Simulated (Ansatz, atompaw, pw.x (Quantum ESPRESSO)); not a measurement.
## From atom to crystal: PAW (atompaw) potential for tungsten (W)

```json
{
 "Element": "tungsten",
 "Generator": "atompaw 4.2.0.5",
 "Type": "PAW",
 "Functional": "PBEsol",
 "Relativity": "scalar-relativistic",
 "Frozen core": "[Xe] 4f14",
 "Valence charge": "6",
 "Reference configuration": "5d4 6s1.5 6p0.5",
 "Partial waves": "6s (bound): rc 2.45 bohr; 6s channel at 1.9 Ry: rc 2.45 bohr; 6p (bound): rc 3.00 bohr; 6p channel at 1.4 Ry: rc 3.00 bohr; 5d (bound): rc 3.00 bohr; 5d channel at 0.1 Ry: rc 3.00 bohr",
 "Local potential": "ultrasoft scheme with l = 3 at 0.5 Ry, radius 2.80 bohr",
 "Core correction": "smooth core density matched at 2.00 bohr",
 "Augmentation charge": "besselshape compensation charge, radius 2.60 bohr; PAW radius 3.00 bohr; waves and projectors: custom rrkj gramschmidtortho"
}
```

Crystal test: fcc W in pw.x 7.5, no spin, 14³ k-points, Fermi–Dirac smearing 0.01 Ry, cutoffs 40/400 Ry. The reference is all-electron LAPW (Ansatz 0.2.0) with the same functional, mesh and smearing; V0 and B0 come from Birch–Murnaghan fits to the pressures at five volumes. Errors are pseudo minus all-electron; Δ is the rms difference of the E(V) curves that follow from these fits, minima aligned, over ±6 % about the mean V0. Mesh and smearing are coarse, so the numbers serve the comparison and aren't converged zero-temperature values; the lattice is a test structure that the element need not adopt.

```tsv
V (Å³/atom)	P all-electron (GPa)	P pseudo (GPa)
15.195	17.15	16.48
15.595	8.12	7.26
15.995	0.14	-0.84
16.395	-6.90	-7.99
16.795	-13.11	-14.28
```

All-electron: a0 = 4.000 Å (V0 = 16.00 Å³/atom), B0 = 298.8 GPa.

Pseudopotential: mean pressure error (GPa): -0.96; a0 (Å): 3.996; a0 error (%): -0.11; B0 error (%): +2.9; Δ (meV/atom): 3.4. The largest radius (3.00 bohr) exceeds half the bond length (2.67 bohr), so the spheres overlap, which is one possible source of error among others.

**Question.** At the middle volume, how do free energy and pressure move when the wave cutoff is lowered (ecutrho held at 400 Ry)?

**Answer.**

| cutoff (Ry) | shift of F (meV/atom) | shift of P (GPa) |
| --- | --- | --- |
| 18 | +21.0 | -0.27 |
| 24 | +10.7 | -0.07 |
| 32 | +2.0 | +0.09 |

The run at the middle volume (104 k-points, 7 iterations) took about 5.7 s on one core of a shared host (AMD EPYC 9R45 96-Core Processor, 96 threads, 376 GiB, load 52).
